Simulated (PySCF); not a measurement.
Compound: phosphaethyne, CHP.
Bonds: C1–P2 (triple). Hydrogens: H3 on C1.

Computed with PySCF at wB97X-D/def2-SVPD, non-relativistic, on one gas-phase PBE0-D3(BJ)/def2-SVP geometry that isn't relaxed in the solvent. The solvent is an IEF-PCM continuum (van der Waals radii × 1.2), and excitations are vertical TDDFT with non-equilibrium linear response and a frozen core. Specific hydrogen bonds and non-electrostatic terms are outside this model.

Gas-phase singlets (H = HOMO, L = LUMO):

| state | E (eV) | λ (nm) | f | leading configurations |
| --- | --- | --- | --- | --- |
| S1 | 4.455 | 278 | 0.000 | H→L+1 47%, H-1→L 47% |
| S2 | 4.829 | 257 | 0.000 | H→L 46%, H-1→L+1 46% |
| S3 | 4.829 | 257 | 0.000 | H-1→L 46%, H→L+1 46% |
| S4 | 7.453 | 166 | 0.017 | H-2→L+1 86% |
| S5 | 7.453 | 166 | 0.017 | H-2→L 86% |

Task: What are the lowest 5 singlets in benzene (ε = 2.271)?

Result: 
```csv
state,E (eV),λ (nm),f,leading configurations,change by rank (eV)
S1,4.482,277,0.000,"H→L 50%, H-1→L+1 50%",+0.027
S2,4.822,257,0.000,"H-1→L 50%, H→L+1 50%",-0.007
S3,4.822,257,0.000,"H-1→L+1 50%, H→L 50%",-0.007
S4,7.366,168,0.030,H-2→L+1 95%,-0.087
S5,7.367,168,0.030,H-2→L 95%,-0.086
```

Task: What are the lowest 5 singlets in chloroform (ε = 4.711)?

Result: 
```tsv
state	E (eV)	λ (nm)	f	leading configurations	change by rank (eV)
S1	4.501	275	0.000	H→L 50%, H-1→L+1 50%	+0.046
S2	4.843	256	0.000	H→L+1 50%, H-1→L 50%	+0.014
S3	4.843	256	0.000	H-1→L+1 50%, H→L 50%	+0.014
S4	7.365	168	0.029	H-2→L+1 95%	-0.088
S5	7.365	168	0.029	H-2→L 95%	-0.088
```

Task: How do the frontier levels move from gas to chloroform?

Result: 
| orbital | gas (eV) | solvent (eV) | change (eV) | Löwdin shares, gas | Löwdin shares, solvent |
| --- | --- | --- | --- | --- | --- |
| LUMO+2 | 2.63 | 2.67 | +0.04 | C1 60 %, P2 24 %, H3 16 % | C1 60 %, P2 28 %, H3 11 % |
| LUMO+1 | 0.44 | 0.49 | +0.05 | P2 56 %, C1 40 %, H3 4 % | P2 56 %, C1 40 % |
| LUMO | 0.44 | 0.49 | +0.05 | P2 56 %, C1 40 %, H3 4 % | P2 56 %, C1 40 % |
| HOMO | -9.97 | -9.97 | 0.00 | C1 50 %, P2 45 %, H3 6 % | C1 50 %, P2 45 %, H3 6 % |
| HOMO-1 | -9.97 | -9.97 | 0.00 | C1 50 %, P2 45 %, H3 6 % | C1 50 %, P2 45 %, H3 6 % |
| HOMO-2 | -12.09 | -12.03 | +0.06 | P2 73 %, C1 23 % | P2 73 %, C1 23 % |
| HOMO-3 | -17.14 | -17.02 | +0.12 | C1 47 %, H3 32 %, P2 21 % | C1 47 %, H3 32 %, P2 21 % |

The HOMO–LUMO gap goes from 10.41 to 10.46 eV. Shares within a degenerate set are those of one arbitrary member.
